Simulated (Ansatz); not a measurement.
## Ansatz (development build ahead of 0.2.0) run

```yaml
crystal:
  periodic: [false, false, false]
  atoms:
    - { symbol: P, position_ang: [0.0, 0.0, 0.0] }
    - { symbol: O, position_ang: [0.0, 0.0, 1.5498] }
basis:
  gaussian: { orbitals: def2-SVP }
magnetization:
  initial_magnetization: 1
hamiltonian:
  xc: hf
correlation:
  method: ccsd_t
  frozen_orbitals: { O: 1, P: 5 }
scf:
  omitted_lower_state_checks: [starts, atomic_configurations, cluster_reference, orbital_swaps, given_window_search, neighbouring_geometries, increment]
```

The input is written out in the form of the current development build from the run's settings. Correlation on restricted open-shell orbitals is semicanonical, with singles.

Output:

```json
{
  "Converged": "yes",
  "Reference energy": "-415.37769 hartree",
  "Correlation energy": "-0.31804 hartree",
  "Total energy": "-415.69573 hartree",
  "Stability test": "minimum among restricted orbitals"
}
```
